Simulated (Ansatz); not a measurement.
We consider diamond-structure Si, described by LDA (Ansatz, an electronic-structure program, PAW).

Run with plane-wave cutoff 520 eV, 12×12×12 k mesh, Fermi–Dirac smearing 0.01 eV, scalar-relativistic PAW data made under PBE.

Cell (relaxed at this level):

```cif
data_Si2
_chemical_formula_sum 'Si2'
_space_group_name_H-M_alt 'P 1'
_space_group_IT_number 1
_cell_length_a 3.81974
_cell_length_b 3.81974
_cell_length_c 3.81974
_cell_angle_alpha 60.000
_cell_angle_beta 60.000
_cell_angle_gamma 60.000
loop_
_space_group_symop_operation_xyz
  'x, y, z'
loop_
_atom_site_label
_atom_site_type_symbol
_atom_site_fract_x
_atom_site_fract_y
_atom_site_fract_z
_atom_site_occupancy
Si1 Si 0.00000 0.00000 0.00000 1
Si2 Si 0.25000 0.25000 0.25000 1
```

Task: Estimate the smallest direct gap on the k points sampled, width of the whole s-p valence band, band gap and pressure derivative B′ of the bulk modulus that the calculation returns.

Result: 
- smallest direct gap on the k points sampled = 2.53 eV
- width of the whole s-p valence band = 12.07 eV
- band gap = 0.44 eV (indirect)
- pressure derivative B′ of the bulk modulus = 4.2

Static lattice: no zero-point or thermal effects.

Computing time: around 20 core-seconds (rough).
